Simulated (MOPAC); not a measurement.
MOPAC input (PM3):

```
PM3 PRECISE GNORM=0.05 LET XYZ GEO-OK AUX(PRECISION=9) THREADS=1
C4H5N

H     0.02111205 1   -0.00143336 1    2.12185248 1
N     0.01112652 1   -0.00075541 1    1.11826362 1
C     0.00946073 1    1.12191629 1    0.33153769 1
C    -0.00287711 1   -1.12236327 1    0.33014438 1
C    -0.00584339 1    0.71143788 1   -0.97956154 1
C    -0.01365831 1   -0.71011385 1   -0.98044408 1
H     0.01917266 1    2.10750118 1    0.76352653 1
H    -0.00400481 1   -2.10853097 1    0.76090912 1
H    -0.01087228 1    1.35755136 1   -1.84125406 1
H    -0.02578477 1   -1.35506260 1   -1.84293812 1
```

Q: What heat of formation does the run end on?

A: 27.05 kcal/mol.
